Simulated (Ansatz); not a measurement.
Energy needed to pull apart C$_{2}$H$_{3}$O (SMILES C=C[O]), doublet, into free ground-state atoms, from the structure below (displaced at random from a GFN2-xTB minimum); no zero-point or spin–orbit terms; open-shell atoms are treated unrestricted, in their ground-state multiplicity.

```xyz
6
angstrom
C -0.3833 0.0750 -0.4062
C 0.6854 -0.0396 0.4611
O 0.8879 -1.0628 0.8318
H -1.1466 -0.8867 -0.7643
H -0.7267 1.2158 -0.7065
H 1.1759 0.7915 0.8130
```

Ansatz 0.2.0; basis: def2-TZVPP; cores frozen in the correlated methods; orbitals are unrestricted.

```csv
method,atomization energy (eV)
PBE-D4,24.01
BLYP-D4,23.31
r2SCAN-D4,23.34
PBE0-D4,23.34
BHLYP-D4,22.22
wB97M-V,?
HF,?
MP2,22.67
CCSD,21.89
CCSD(T),22.27
```

**Question.** What does wB97M-V give? (Judge from chemistry; the value comes from the calculation.)

**Answer.** By the calculation: 23.13 eV, which is about 0.86 eV more than CCSD(T)/def2-TZVPP.

**Question.** What does HF give? (To be estimated.)

**Answer.** Computed: 16.17 eV, which is about 6.10 eV less than CCSD(T)/def2-TZVPP.

In triple zeta the MP2 and coupled-cluster atomization energies are still short of their basis limit by a few kcal/mol a bond, whereas those of the functionals are nearly converged, so these differences are not deviations from converged CCSD(T).

No T1 diagnostic of these runs exceeds 0.020. ⟨S²⟩ of the unrestricted Hartree–Fock references: 0.82 (a pure state has 0.75). The unrestricted reference is spin-contaminated, which hurts MP2 most.

For scale, one of the runs: CCSD(T)/def2-TZVPP forces, 135 basis functions (an equivalent command: `ansatz run in.yaml --threads 4`). Time: 110 s of wall clock on 4 CPU threads; the host was shared. Peak host memory: 3.1 GiB.
